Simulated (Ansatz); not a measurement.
Relaxation of CH5B (7 atoms, charge 0, multiplicity 1), to a largest force component of 0.02 eV/Å in at most 40 steps.

All numbers below come from RKS PBE0-D4/def2-SVP (Ansatz).

```xyz
7
Properties=species:S:1:pos:R:3
B 0.000 0.000 0.000
H 0.000 0.000 1.190
C 1.386 0.000 -0.800
H 1.715 -1.046 -0.970
H 1.249 0.508 -1.777
H 2.155 0.538 -0.208
H -1.030 0.000 -0.595
```

Task: Where does it end, and by what steps?

Result: The forces met the threshold. After 4 steps the energy has fallen by 0.075 eV; H4 moved furthest, 0.12 Å.

| step | energy less start (eV) | largest force component (eV/Å) | accepted |
| --- | --- | --- | --- |
| 0 | 0.0000 | 1.263 | yes |
| 1 | -0.0578 | 0.543 | yes |
| 2 | -0.0705 | 0.242 | yes |
| 3 | -0.0751 | 0.066 | yes |
| 4 | -0.0752 | 0.009 | yes |

```xyz
7
Properties=species:S:1:pos:R:3
B 0.021 0.015 -0.012
H 0.002 -0.038 1.198
C 1.364 0.073 -0.789
H 1.614 -1.003 -0.918
H 1.304 0.492 -1.804
H 2.207 0.513 -0.237
H -1.038 -0.053 -0.599
```

Whether the end is a true minimum wasn't checked by a vibrational analysis.

Run time: 6.3 s on 1 thread of Arm Neoverse V1 (shared host), peak memory 0.1 GiB.
